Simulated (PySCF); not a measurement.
## Stretching O₂

Set-up: PySCF, no relativity, basis sets O pcseg-2. Energies in eV from O + O in their ground configurations at the same level. State: triplet, unpaired electrons π ↑↑.

All columns are UHF.

```tsv
R (Å)	E (eV)	HOMO (eV)	LUMO (eV)	Mayer bond order	⟨S²⟩
1.029	-0.213	-12.67	4.85	1.80	2.03
1.076	-1.062	-13.45	4.22	1.82	2.03
1.124	-1.461	-14.15	3.62	1.83	2.04
1.160	-1.537	-14.63	3.20	1.84	2.04
1.196	-1.466	-15.07	2.79	1.85	2.05
1.232	-1.282	-15.43	2.40	1.85	2.05
1.280	-0.902	-14.88	1.92	1.86	2.05
1.339	-0.275	-14.28	1.36	1.87	2.06
1.411	0.614	-13.64	0.75	1.89	2.07
1.507	1.910	-12.94	0.04	1.91	2.08
```

Hartree–Fock leaves out correlation, which carries a large part of most bond energies and some tenths to 1 eV of ionisation energies. The state was picked by a PBE0 search and need not be the measured ground state.
